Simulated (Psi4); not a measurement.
# CH4BO (SMILES [BH]OC): UB3LYP/aug-cc-pVDZ (sweep point 6)

Aim: the vertical doublet–quartet gap of CH4BO at UB3LYP/aug-cc-pVDZ (sweep point 6), from 2 runs. 

Program for the calculation: Psi4 1.11.

4 further runs of the same task are left out: 4 set aside as unsound or not needed.

## 1. The system as given

CH4BO: 7 atoms, total charge 0, spin state doublet. As SMILES, `[BH]OC`. Geometry: relaxed at PBE0-D4/def2-TZVP. This is one conformer, not always the lowest.

Bond lengths: B1–O2 1.320 Å, O2–C3 1.426 Å, B1–H4 1.207 Å, C3–H5 1.093 Å, C3–H6 1.090 Å, C3–H7 1.090 Å. Angles: B1–O2–C3 124.1°, O2–B1–H4 124.7°, O2–C3–H5 110.9°, O2–C3–H6 108.4°, O2–C3–H7 108.4°, H5–C3–H6 109.9°, H5–C3–H7 109.9°, H6–C3–H7 109.2°.

## 2. A single-point energy at UB3LYP/aug-cc-pVDZ (sweep point 6)

The input, calc.inp:

```
memory 1.6 GB

molecule {
  0 2
  B     -1.319600    -1.025700    -0.172900
  O     -0.272400    -0.707100     0.564500
  C      0.642200     0.338600     0.243900
  H     -1.628500    -0.474200    -1.201600
  H      0.357800     0.834000    -0.687600
  H      0.643000     1.059300     1.062300
  H      1.638900    -0.092800     0.145600
  symmetry c1
}

set {
  reference uks
  puream true
  scf_type pk
  dft_radial_points 99
  dft_spherical_points 590
  d_convergence 1e-08
  e_convergence 1e-08
  maxiter 150
}

energy("b3lyp/aug-cc-pVDZ")
print_variables()
```

On the command line:

```bash
$ psi4 -n 1 calc.inp calc.out
```

calc.out:

```text
[...]
  Running in c1 symmetry.
[...]
  Nuclear repulsion =   64.636182110939899
[...]
  Multiplicity = 2
[...]
  Nalpha       = 12
  Nbeta        = 11
[...]
    Number of basis functions: 105
[...]
   @UKS iter   1:  -140.29984569218058   -4.12865e-01   6.86797e-03 DIIS/ADIIS
[...]
   @UKS iter  12:  -140.55258901605322   -1.09708e-11   8.12458e-09 DIIS
[...]
   @S^2 Observed:                7.521295148E-01
[...]
    Orbital Energies [Eh]
    ---------------------
    Alpha Occupied:
       1A    -19.189200     2A    -10.253571     3A     -6.794639
       4A     -1.067369     5A     -0.726128     6A     -0.551922
       7A     -0.487422     8A     -0.479350     9A     -0.424094
      10A     -0.357067    11A     -0.347610    12A     -0.192011
    Alpha Virtual:
      13A     -0.031323    14A     -0.010138    15A      0.017071
      16A      0.022746    17A      0.026067    18A      0.033447
      19A      0.046722    20A      0.056953    21A      0.069085
      22A      0.086440    23A      0.097592    24A      0.101274
      25A      0.114681    26A      0.137470    27A      0.138607
[...]
  @UKS Final Energy:  -140.55258901605322
   => Energetics <=
    Nuclear Repulsion Energy =             64.6361821109398988
    One-Electron Energy =                -317.5142921765202573
    Two-Electron Energy =                 128.1366719292803680
    DFT Exchange-Correlation Energy =     -15.8111508797532156
    Empirical Dispersion Energy =           0.0000000000000000
    VV10 Nonlocal Energy =                  0.0000000000000000
    Total Energy =                       -140.5525890160532185
[...]
 Multipole Moments:
 ------------------------------------------------------------------------------------
     Multipole            Electronic (a.u.)      Nuclear  (a.u.)        Total (a.u.)
 ------------------------------------------------------------------------------------
 L = 1.  Multiply by 2.5417464519 to convert [e a0] to [Debye]
 Dipole X            :         -2.2480764            2.8663415            0.6182652
 Dipole Y            :         -2.6650707            3.3377730            0.6727023
 Dipole Z            :          0.9069473           -1.0806841           -0.1737368
 Magnitude           :                                                    0.9300348
[...]
```

It took 40 s on 1 thread of Intel Xeon Platinum 8375C at 2.90GHz (Ice Lake), shared host; peak memory 0.68 GiB.

## 3. The quartet at the same level

The input, ch4bo.inp:

```
memory 1600 mb

molecule system {
  0 4
  B     -1.319600    -1.025700    -0.172900
  O     -0.272400    -0.707100     0.564500
  C      0.642200     0.338600     0.243900
  H     -1.628500    -0.474200    -1.201600
  H      0.357800     0.834000    -0.687600
  H      0.643000     1.059300     1.062300
  H      1.638900    -0.092800     0.145600
  symmetry c1
}

set basis aug-cc-pVDZ
set reference uks
set puream true
set scf_type pk
set dft_radial_points 99
set dft_spherical_points 590
set d_convergence 1e-08
set e_convergence 1e-08
set maxiter 150

E, wfn = energy("b3lyp", return_wfn=True)
```

On the command line:

```bash
$ psi4 ch4bo.inp ch4bo.out -n 1
```

ch4bo.out:

```text
[...]
  Running in c1 symmetry.
[...]
  Nuclear repulsion =   64.636182110939899
[...]
  Multiplicity = 4
[...]
  Nalpha       = 13
  Nbeta        = 10
[...]
    Number of basis functions: 105
[...]
   @UKS iter   1:  -140.08910820571415   -2.02128e-01   5.29961e-03 DIIS/ADIIS
[...]
   @UKS iter  15:  -140.29647107099743   -8.92442e-12   7.80680e-09 DIIS
[...]
   @S^2 Observed:                3.755397259E+00
[...]
    Orbital Energies [Eh]
    ---------------------
    Alpha Occupied:
       1A    -19.332153     2A    -10.325833     3A     -6.743001
       4A     -1.193422     5A     -0.810916     6A     -0.635014
       7A     -0.602122     8A     -0.570471     9A     -0.473229
      10A     -0.454494    11A     -0.380501    12A     -0.173406
      13A     -0.104917
    Alpha Virtual:
      14A     -0.035750    15A     -0.006493    16A      0.002539
      17A      0.012235    18A      0.033610    19A      0.044491
      20A      0.047110    21A      0.056316    22A      0.074123
      23A      0.076235    24A      0.077745    25A      0.101237
[...]
  @UKS Final Energy:  -140.29647107099743
   => Energetics <=
    Nuclear Repulsion Energy =             64.6361821109398988
    One-Electron Energy =                -315.9811125690200697
    Two-Electron Energy =                 126.8062198334116317
    DFT Exchange-Correlation Energy =     -15.7577604463288736
    Empirical Dispersion Energy =           0.0000000000000000
    VV10 Nonlocal Energy =                  0.0000000000000000
    Total Energy =                       -140.2964710709974270
[...]
 Multipole Moments:
 ------------------------------------------------------------------------------------
     Multipole            Electronic (a.u.)      Nuclear  (a.u.)        Total (a.u.)
 ------------------------------------------------------------------------------------
 L = 1.  Multiply by 2.5417464519 to convert [e a0] to [Debye]
 Dipole X            :         -0.7371740            2.8663415            2.1291676
 Dipole Y            :         -1.9811568            3.3377730            1.3566162
 Dipole Z            :          1.6891120           -1.0806841            0.6084278
 Magnitude           :                                                    2.5969109
[...]
```

It took 49 s on 1 thread of Intel Xeon Platinum 8375C at 2.90GHz (Ice Lake), shared host; peak memory 0.68 GiB.

## 4. Outcome

At UB3LYP/aug-cc-pVDZ (sweep point 6):

| quantity | value |
| --- | --- |
| doublet: total energy | -140.55259 Eh |
| doublet: dipole moment | 2.36 D |
| doublet: HOMO energy (highest over α and β) | -5.22 eV |
| doublet: LUMO energy (lowest over α and β) | -1.49 eV |
| doublet: ⟨S²⟩ | 0.752 |
| quartet: total energy | -140.29647 Eh |
| quartet: dipole moment | 6.60 D |
| quartet: HOMO energy (highest over α and β) | -2.85 eV |
| quartet: ⟨S²⟩ | 3.755 |
| vertical energy of the quartet above the doublet | 6.969 eV |

What this shows: At this shape the quartet lies 6.97 eV (672 kJ/mol) above the doublet.
